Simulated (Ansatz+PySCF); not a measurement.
Values are calculated unless marked as measured or tabulated.
Input for PySCF 2.14.0:

```python
from pyscf import gto, scf, mp

mol = gto.M(atom="""
H -2.454610 -0.021430 0.239520
N -1.553740 -0.352270 -0.070010
C -0.497540 0.531580 0.013810
C 0.821490 0.104030 0.001230
N 1.931930 -0.256490 0.004000
H -1.368890 -1.320860 0.145080
H -0.734640 1.636290 -0.009560
""", basis='cc-pvtz', charge=0, spin=1)
mf = scf.UHF(mol)
mf.kernel()
pt = mp.MP2(mf, frozen=4).run()
print(mf.e_tot, pt.e_corr, pt.e_tot)
```

The script is written out from the run's settings.

Output:

```
Converged                       : yes
Reference energy                : -186.40322 hartree
Correlation energy              : -0.67525 hartree
Total energy                    : -187.07847 hartree
Spin squared of the determinant : 0.912
```

Caution: the unrestricted determinant is spin contaminated.
